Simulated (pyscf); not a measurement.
O=Si(Cl)–Cl + ammonia (NH₃) → H₂N–Si(OH)(Cl)–Cl, an addition across a multiple bond or ene-type step (singlet surface; H–N broken, H–O, N–Si formed). Single points on ωB97X-D3(BJ)/def2-SVP structures (PySCF, gas phase). Energies in kcal/mol from the separated reactants.

Small-basis levels: PySCF, no dispersion term, spherical d functions. 

Q: In single points SVWN5/6-31G* puts the saddle at -41.7 kcal/mol and the reaction energy at -70.0 kcal/mol. Should these be trusted to within a few kcal/mol? Compare with ωB97M-D3(BJ)/def2-TZVP.

A: ωB97M-D3(BJ)/def2-TZVP gives ΔE‡ = -23.5 kcal/mol and ΔE = -64.8 kcal/mol. SVWN5/6-31G* lies 18.2 kcal/mol under it in the barrier and 5.2 kcal/mol under it in the reaction energy, so on this step it does not hold to within 3.0 kcal/mol. ωB97M-D3(BJ)/def2-TZVP has limits of its own. On the reactant side the descent ends in an adduct with a N–Si contact, 39.1 kcal/mol under the separated species and 14.6 kcal/mol under the saddle at ωB97X-D3(BJ)/def2-TZVP. On the product side the descent ends in a point that may be a rotor saddle (no frequency run), 1.2 kcal/mol over the lowest minimum found and 40.8 kcal/mol under the saddle at ωB97X-D3(BJ)/def2-TZVP. At ωB97M-D3(BJ) the saddle lies under the separated reactants, which points to a path from their complex (located at ωB97X-D3(BJ) alone). What is counted as formed (N–Si) is already present as a longer contact in the reactant adduct; forming that adduct is a step of its own. This is the saddle that the search found; another between the same sides may lie lower.
